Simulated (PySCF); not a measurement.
# N2H3 (hydrazinyl radical): levels of theory compared

Aim: a comparison of 6 runs (U-r2SCAN/STO-3G, UB2PLYP/STO-3G, UB3LYP/STO-3G, UM06-2X/STO-3G, USVWN5/STO-3G, UCCSDT/STO-3G) of N2H3 (hydrazinyl radical). The job is set up through a Python script.

The results are computed with PySCF 2.14.0.

8 further runs of the same task are left out: 8 set aside as unsound or not needed.

## Step 1: The structure to begin with

The species is N2H3 (5 atoms), meant as a doublet with charge 0. SMILES: `[NH]N`. One bond was lengthened or shortened from a relaxed shape.

Bond lengths: N1–N2 1.335 Å, N1–H3 1.224 Å, N2–H4 1.011 Å, N2–H5 1.017 Å. Angles: N1–N2–H4 112.8°, N1–N2–H5 121.7°, N2–N1–H3 109.8°, H4–N2–H5 116.1°.

## Step 2: A single-point energy at U-r2SCAN/STO-3G (run 1)

calc.py

```python
from pyscf import gto, dft

mol = gto.Mole()
mol.atom = [
    ('N', (-0.360325, -0.768744, 0.370490)),
    ('N', (-0.311625, 0.288706, -0.442650)),
    ('H', (0.751750, -0.989150, 0.831090)),
    ('H', (-1.228425, 0.614536, -0.715470)),
    ('H', (0.407195, 1.001586, -0.350540)),
]
mol.max_memory = 1860
mol.charge = 0
mol.spin = 1
mol.basis = 'sto-3g'
mol.verbose = 3
mol.build()

calc0 = dft.UKS(mol)
calc0.xc = 'r2scan'
calc0.grids.level = 5
calc0.conv_tol = 1e-10
calc0.kernel()
if not calc0.converged:
    calc0 = calc0.newton().run(calc0.mo_coeff, calc0.mo_occ)

energy = calc0.e_tot
print('E(%s) = %.9f' % ('R2SCAN', energy))
```

On the command line:

```bash
$ OMP_NUM_THREADS=1 python calc.py
```

What it wrote:

```text
WARN: HOMO -0.0954503263557849 >= LUMO -0.0954503263557863

converged SCF energy = -109.68652507956  <S^2> = 0.7523907  2S+1 = 2.0023893
E(R2SCAN) = -109.686525080
```

It took 4.2 s on 1 thread of Arm Neoverse V2, shared host; peak memory 0.19 GiB.

## Step 3: A single-point energy at UB2PLYP/STO-3G (run 2)

job.py

```python
from pyscf import gto, dft, mp

mol = gto.M(
    atom='''
N       -0.360325      -0.768744       0.370490
N       -0.311625       0.288706      -0.442650
H        0.751750      -0.989150       0.831090
H       -1.228425       0.614536      -0.715470
H        0.407195       1.001586      -0.350540
''',
    spin=1,
    charge=0,
    basis='sto-3g',
    max_memory=1860,
    verbose=4,
)

mf = dft.UKS(mol, xc='0.53*HF + 0.47*B88, 0.73*LYP')
mf.grids.level = 5
mf.conv_tol = 1e-10
mf.kernel()
if not mf.converged:
    mf = mf.newton().run(mf.mo_coeff, mf.mo_occ)

pt = mp.MP2(mf, frozen=2).run()
e_tot = mf.e_tot + 0.27 * pt.e_corr
print('PT2 part  %.8f' % (0.27 * pt.e_corr))
print('E(%s) = %.9f' % ('B2PLYP', e_tot))
```

On the command line:

```bash
$ OMP_NUM_THREADS=1 python job.py
```

What it wrote:

```text
PySCF version 2.14.0

[... 56 lines left out ...]
WARN: HOMO -0.0527565932052829 >= LUMO -0.0527565932052858
[... 50 lines left out ...]
converged SCF energy = -109.525647738222  <S^2> = 0.75422359  2S+1 = 2.0042191
[... 1 line left out ...]
******** <class 'pyscf.mp.ump2.UMP2'> ********
nocc = (np.int64(7), np.int64(6)), nmo = (11, 11)
frozen orbitals 2
E(UMP2) = -109.638516251821  E_corr = -0.112868513599846
E(SCS-UMP2) = -109.647225817022  E_corr = -0.121578078800846
E_corr(same-spin) = -0.0159970817526569
E_corr(oppo-spin) = -0.0968714318471891
PT2 part  -0.03047450
E(B2PLYP) = -109.556122237
```

It took 3.3 s on 1 thread of Arm Neoverse V2, shared host; peak memory 0.18 GiB.

## Step 4: The energy at UB3LYP/STO-3G (run 3)

calc.py

```python
from pyscf import gto, dft

mol = gto.M(
    atom='''
N       -0.360325      -0.768744       0.370490
N       -0.311625       0.288706      -0.442650
H        0.751750      -0.989150       0.831090
H       -1.228425       0.614536      -0.715470
H        0.407195       1.001586      -0.350540
''',
    verbose=4,
    basis='sto-3g',
    max_memory=1860,
    spin=1,
)

mf = dft.UKS(mol)
mf.xc = 'b3lyp'
mf.conv_tol = 1e-10
mf.grids.level = 5
mf.kernel()
if not mf.converged:
    mf = mf.newton().run(mf.mo_coeff, mf.mo_occ)

energy = mf.e_tot
print(f'total energy: {energy:.8f} hartree')
```

On the command line:

```bash
$ OMP_NUM_THREADS=1 python calc.py
```

What it wrote:

```text
PySCF version 2.14.0

[... 95 lines left out ...]
converged SCF energy = -109.728688123339  <S^2> = 0.75194229  2S+1 = 2.0019414
total energy: -109.72868812 hartree
```

Run time: 3 s. Hardware: 1 thread of Arm Neoverse V2, shared host; peak memory 0.18 GiB.

Runs 4 to 5 aren't shown in full; the table further down has their settings and results.

## Step 5: The energy at UCCSDT/STO-3G (run 6)

calc.py

```python
from pyscf import gto, scf, cc

mol = gto.M(
    atom=[
    ('N', (-0.360325, -0.768744, 0.370490)),
    ('N', (-0.311625, 0.288706, -0.442650)),
    ('H', (0.751750, -0.989150, 0.831090)),
    ('H', (-1.228425, 0.614536, -0.715470)),
    ('H', (0.407195, 1.001586, -0.350540)),
],
    spin=1,
    max_memory=1860,
    basis='sto-3g',
    verbose=4,
)

mf = scf.UHF(mol)
mf.conv_tol = 1e-10
mf.kernel()
if not mf.converged:
    mf = mf.newton().run(mf.mo_coeff, mf.mo_occ)

mycc = cc.CCSDT(mf, frozen=2)
mycc.kernel()
energy = mycc.e_tot
print('Final energy', energy)
```

On the command line:

```bash
$ OMP_NUM_THREADS=1 python calc.py
```

What it wrote:

```text
PySCF version 2.14.0

[... 101 lines left out ...]
converged SCF energy = -109.123459109715  <S^2> = 0.76404961  2S+1 = 2.0140006
[... 21 lines left out ...]
WARN: A large `blksize_v_aab` is being used, which may cause large memory consumption
[... 28 lines left out ...]
UCCSDT converged
[... 3 lines left out ...]
Final energy -109.24122025090877
```

Wall time 1 s (1 thread of Arm Neoverse V2, shared host); peak memory 0.1 GiB.

## Step 6: Overview of the runs

```csv
run,level,frozen core orbitals,integration grid,energy (Eh),dipole moment (D) of the reference,HOMO energy (eV),LUMO energy (eV),wall time
1,U-r2SCAN/STO-3G,–,5,-109.686525,2.36,-0.86,2.29,4.2 s
2,UB2PLYP/STO-3G,2,5,-109.556122,2.25,-4.34,5.51,3.3 s
3,UB3LYP/STO-3G,–,5,-109.728688,2.36,-2.03,2.89,3 s
4,UM06-2X/STO-3G,–,5,-109.719621,2.36,-3.88,4.39,4.5 s
5,USVWN5/STO-3G,–,5,-108.801624,2.49,0.05,1.78,1.6 s
6,UCCSDT/STO-3G,2,–,-109.241220,2.08,-7.47,9.73,1 s
```

## Step 7: What came out

| quantity | value |
| --- | --- |
| run 6: total energy | -109.24122 Eh |
| run 6: dipole moment (Hartree–Fock density) | 2.08 D |
| run 6: HOMO energy (Hartree–Fock orbitals) (highest over α and β) | -7.47 eV |
| run 6: LUMO energy (Hartree–Fock orbitals) (lowest over α and β) | 9.73 eV |
| run 6: correlation energy (2 core orbitals frozen) | -117.8 mEh |
| run 6: ⟨S²⟩ of the reference determinant | 0.764 |
| run 6: T1 diagnostic | 0.019 |

**Reading.** Over runs 1, 2, 3, 4, 5 the dipole moment (its size) runs from 2.25 D (UB2PLYP/STO-3G) to 2.49 D (USVWN5/STO-3G). A double hybrid's value is that of its SCF part. Totals of different functionals can't be ranked against each other. In runs 1, 2, 3, 4, 5, 6 the basis is minimal, so the values are rough. All runs together took 18 s, the longest 4.5 s.
